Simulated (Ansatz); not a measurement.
**C₂H₄ (singlet): from Hartree-Fock to the top rungs, cc-pVDZ**

How much of the correlation energy of C₂H₄ (singlet) does each wave-function method recover here?

The runs use Ansatz 0.2.0, Gaussian basis; cc-pVDZ, core rule «outside noble gas», up to 2 orbitals frozen.

Plan: UHF; CCSD(T) on RHF; CCSDT(Q) on RHF; CCSDTQ on RHF.

2 further runs of the same task are left out: 2 set aside as unsound or not needed.

### Step 1. The system

The geometry is an MP2(full)/6-31G* stationary point (not a proven minimum).

6 atoms, charge 0, spin multiplicity 1.

Atoms are counted from 1 here; the program's logs count them from 0.

Bond lengths: C1–C2 1.335 Å, C1–H3 1.085 Å, C1–H4 1.085 Å, C2–H5 1.085 Å, C2–H6 1.085 Å. Angles: C2–C1–H3 121.7°, C2–C1–H4 121.7°, H3–C1–H4 116.6°, C1–C2–H5 121.7°, C1–C2–H6 121.7°, H5–C2–H6 116.6°.

### Step 2. UHF

Input file in.yaml:

```yaml
crystal:
  periodic: [false, false, false]
  atoms:
    - {symbol: C, position_ang: [0.000000, 0.000000, 0.667480]}
    - {symbol: C, position_ang: [0.000000, 0.000000, -0.667480]}
    - {symbol: H, position_ang: [0.000000, 0.922832, 1.237695]}
    - {symbol: H, position_ang: [0.000000, -0.922832, 1.237695]}
    - {symbol: H, position_ang: [0.000000, 0.922832, -1.237695]}
    - {symbol: H, position_ang: [0.000000, -0.922832, -1.237695]}
basis:
  gaussian: {orbitals: cc-pVDZ}
magnetization: {spin_polarized: true, initial_magnetization: 0}
hamiltonian: {xc: hf}
output: {orbitals: {seedname: orbitals}}
```

Command:

```console
> ansatz run in.yaml --threads 1 --pin off --events-out ev --progress --plain --max-ram 3956MiB --backend cpu
```

After this run come: CCSD(T) on RHF; CCSDT(Q) on RHF; CCSDTQ on RHF.

Before running them: what should the planned runs give, taken together? Wanted: RCCSDTQ below the RHF energy; RMP2 from RCCSDTQ; RCCSD from RCCSDTQ; RCCSD(T) from RCCSDTQ; RCCSDT(Q) from RCCSDTQ; T1 diagnostic.

**Answer**, as computed:

| quantity | value |
| --- | --- |
| RCCSDTQ below the RHF energy | -8.6044 eV |
| RMP2 from RCCSDTQ | +1121.9 meV |
| RCCSD from RCCSDTQ | +300.2 meV |
| RCCSD(T) from RCCSDTQ | +33.1 meV |
| RCCSDT(Q) from RCCSDTQ | -1.2 meV |
| levels within 1 kcal/mol (43 meV) | RCCSD(T), RCCSDT, RCCSDT(Q) |
| T1 diagnostic | 0.010 |

**Reading.** RCCSD(T) misses by +33.1 meV, 0.4 % of the correlation energy. These misses are within one basis, not against nature.
